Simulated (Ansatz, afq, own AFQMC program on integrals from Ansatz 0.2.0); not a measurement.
Two steps: Ansatz 0.2.0 writes the Fock matrix and Cholesky factors of the valence space, and afq projects on them the lowest state that overlaps trial and start.

```yaml
crystal:
  periodic: [false, false, false]
  atoms:
    - {symbol: Al, position_ang: [0.000000, 0.000000, 0.000000]}
basis:
  gaussian: {orbitals: aug-cc-pVDZ}
magnetization: {spin_polarized: true, initial_magnetization: 1}
correlation: {method: ccsd_t, electrons: outside_noble_gas, hamiltonian_folder: ham}
```

```sh
$ ansatz run in.yaml --threads 1 --pin off --events-out ev --progress --plain --max-ram 16896MiB --backend cuda --devices 0, --max-vram 18GiB
```

afq runs on the folder ham with

```
--method free --trial cid --walkers 100 --time-step 0.01 --max-blocks 30 --target-error 0.00042 --factor-cut 1e-05 --seed 1777 --times 0.0,0.5,1.0,2.0,3.0,4.0 --taylor-order 6
```

Times are imaginary, in 1/Eh. The walk had a cap of 60 s.

```
orbitals 22  electrons 2 1  factors 119 of 143
reference energy -241.87415810 Eh
CCSD correlation -0.04774547 Eh in 11 cycles, weight of the determinant in the CISD state 0.9300
repeat  energy at the last time / Eh  error
    10  -241.923052  0.000131
    20  -241.923009  0.000077
    30  -241.923031  0.000060
time / (1/Eh)  energy / Eh  error  mean overlap
  0.00  -241.921899  0.000013  1.0739
  0.50  -241.922476  0.000019  1.0723
  1.00  -241.922749  0.000033  1.0725
  2.00  -241.922906  0.000037  1.0705
  3.00  -241.922964  0.000043  1.0778
  4.00  -241.923031  0.000060  1.0735
energy -241.923031 +/- 0.000060 Eh
```

Estimate how long the walk took on 1 × NVIDIA H100 80GB HBM3 with 2 threads of AMD EPYC 7R13 Processor (Zen 3) (shared host) (the card was shared).

15 s of wall time.

The run passed its tests (error under three times the target), which doesn't prove that it has relaxed.

Against this walk (error 1.6 meV) on the same determinant: CCSD(T) 9.3 meV higher, full CI 1.8 meV lower (within the noise). The error is statistical, and a free projection of finite length keeps a remainder of its start. The last points still move (meV from the last: 15.1 ± 0.5 at 0.50, 7.7 ± 0.9 at 1.00, 3.4 ± 1.0 at 2.00, 1.8 ± 1.2 at 3.00, 0.0 ± 1.6 at 4.00), but the last one has reached full CI within the noise or passed it, so little can be left to fall.

Cautions: remainder of the start not in the error.

A walk keeps the symmetry of its determinant, which the program's search chose and which needn't be the lowest solution, so a lower state of the same spin and another symmetry isn't excluded.
